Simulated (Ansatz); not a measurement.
A made-up structure of C2H2B (charge -1), singlet:

| atom | x (Å) | y (Å) | z (Å) |
| --- | --- | --- | --- |
| B1 | -1.2751 | 0.3452 | 0.5929 |
| C2 | 0.0940 | -0.0174 | -0.1044 |
| C3 | 1.3675 | -0.3610 | -0.7050 |
| H4 | -2.4745 | 0.7948 | 0.2117 |
| H5 | 2.2881 | -0.7615 | 0.0047 |

It is relaxed with PBE-D4/def2-SVPD and then PBE0-D4/def2-TZVPD (Ansatz 0.2.0). Atoms count as bonded within 1.22 times the sum of their covalent radii (H–H: 0.88 Å). The end point is not checked to be a true minimum.

Problem. Does its bonding change? (A judgement: the text doesn't fix the answer.)

Solution. Computed: No: no bond forms or breaks.

Where it ends: The first stage lowers the energy by 1.14 eV in 6 steps. It ends as C₂H₂B ([BH][C][CH]), total charge -1:
```
5
angstrom
B -1.1386 0.3082 0.5296
C 0.0839 -0.0156 -0.0930
C 1.2209 -0.3223 -0.6293
H -2.2092 0.7096 0.1887
H 2.0430 -0.6799 0.0040
```

Labels in which every atom is bracketed show which atoms are joined, not bond orders.

For scale, one of the runs: PBE0-D4/def2-TZVPD relaxation, 129 basis functions, launched by `ansatz run in.yaml --threads 2 --pin off --events-out ev --progress --plain --max-ram 4352MiB`. Hardware: 2 CPU threads of an Arm Neoverse V2, shared host. Wall time about 14 s.
